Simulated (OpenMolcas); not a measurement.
**SOF2 (SMILES O=S(F)F): B97-2/ANO-R2 (DKH4)**

Aim: the vertical electron affinity of SOF2 at B97-2/ANO-R2 (DKH4), from 2 runs. 

Program for the calculation: OpenMolcas 26.06.

## Step 1: The structure to begin with

SOF2 has 4 atoms, charge 0, and is taken as a singlet. SMILES: `O=S(F)F`. The coordinates come from a PBE0-D4/def2-TZVP relaxation.

Bond lengths: O1–S2 1.419 Å, S2–F3 1.588 Å, S2–F4 1.588 Å. Angles: O1–S2–F3 106.5°, O1–S2–F4 106.4°, F3–S2–F4 93.0°.

## Step 2: The energy at B97-2/ANO-R2 (DKH4)

job.input

```
* F2OS Kohn-Sham DFT
&GATEWAY
Coord
4
angstrom
O        0.932400       0.066600      -1.017800
S       -0.151300      -0.426200      -0.245700
F       -1.124400       0.804200       0.000400
F        0.343300      -0.444600       1.263100
Basis = ANO-R2
Group = NoSym
&SEWARD
Relativistic = R04O02
Expert
&SCF
KSDFT = HYB_GGA_XC_B97_2
PrOrbitals = 0
```

Launch:

```
$ export MOLCAS_MEM=1860
$ pymolcas job.input > job.log
```

Log:

```text
--- Start Module: gateway ---
[...]
--- Stop Module: gateway /rc=_RC_ALL_IS_WELL_ ---
--- Start Module: seward ---
[...]
 ###    WARNING:  EXPERT option is ON!                                       ###
 ###############################################################################
               SEWARD will generate:
[...]
      Basis functions          138
--- Stop Module: seward /rc=_RC_ALL_IS_WELL_ ---
[...]
--- Start Module: scf ---
[...]
       Convergence after  13 Iterations
[...]
::    Total KS-DFT energy                            -674.5023122718
[...]
      Total spin, S                                     0.0000000000
[...]
      Total electronic charge=   42.000000
      Total            charge=   -0.000000
[...]
      Dipole Moment (debye):
      Origin of the operator (angstrom)=   -0.0554   -0.0666   -0.0015
                   X= -1.1380E+00               Y= -1.2657E+00               Z=  7.0501E-02           Total=  1.7036E+00
      Quadrupole Moment (debye*angstrom):
[...]
--- Stop Module: scf /rc=_RC_ALL_IS_WELL_ ---
[...]
```

Run time: 50 s. Hardware: 1 thread of Arm Neoverse V1, shared host; peak memory 1.1 GiB.

## Step 3: The doublet anion, same level

job.input

```
&GATEWAY
  Coord
  4
  angstrom
  O        0.932400       0.066600      -1.017800
  S       -0.151300      -0.426200      -0.245700
  F       -1.124400       0.804200       0.000400
  F        0.343300      -0.444600       1.263100
  Basis
  ANO-R2
  Group
  NoSym

&SEWARD
  Relativistic
  R04O02
  Expert

&SCF
  UHF
  Charge
  -1
  Spin
  2
  KSDFT
  HYB_GGA_XC_B97_2
  PrOrbitals
  0
```

Launch:

```
$ export MOLCAS_MEM=1860
$ pymolcas job.input > job.log
```

Log:

```text
--- Start Module: gateway ---
[...]
--- Stop Module: gateway /rc=_RC_ALL_IS_WELL_ ---
--- Start Module: seward ---
[...]
 ###    WARNING:  EXPERT option is ON!                                       ###
 ###############################################################################
               SEWARD will generate:
[...]
      Basis functions          138
--- Stop Module: seward /rc=_RC_ALL_IS_WELL_ ---
[...]
--- Start Module: scf ---
[...]
       Convergence after  18 Iterations
[...]
::    Total KS-DFT energy                            -674.4439392159
[...]
      Total spin, S                                     0.5022907116
[...]
      Total electronic charge=   43.000000
      Total            charge=   -1.000000
[...]
      Dipole Moment (debye):
      Origin of the operator (angstrom)=   -0.0554   -0.0666   -0.0015
                   X= -1.0720E+00               Y= -4.1441E-02               Z=  1.2049E+00           Total=  1.6133E+00
      Center of Charge (angstrom)
[...]
--- Stop Module: scf /rc=_RC_ALL_IS_WELL_ ---
[...]
```

Run time: 71 s. Hardware: 1 thread of Arm Neoverse V1, shared host; peak memory 1.1 GiB.

## Step 4: Results

Level: B97-2/ANO-R2 (DKH4).

```
                                         quantity          value
                       singlet SOF2: total energy  -674.50231 Eh
                      singlet SOF2: dipole moment         1.70 D
                        singlet SOF2: HOMO energy       -9.43 eV
                        singlet SOF2: LUMO energy       -1.18 eV
                      singlet SOF2: HOMO–LUMO gap        8.25 eV
                      doublet anion: total energy  -674.44394 Eh
doublet anion: HOMO energy (highest over α and β)        4.34 eV
 doublet anion: LUMO energy (lowest over α and β)        6.52 eV
                              doublet anion: ⟨S²⟩          0.755
vertical electron affinity (to the doublet anion)      -1.588 eV
```

What this shows: The anion lies 1.59 eV (37 kcal/mol) above the neutral: the electron isn't bound at this level, and such a value depends on the basis. Without diffuse functions anions come out too high. Mulliken charges (doublet anion) run from -0.58 on O1 to +0.32 on S2. The HOMO (doublet anion) lies at positive energy, 4.34 eV; only total energies tell whether the electron is bound.
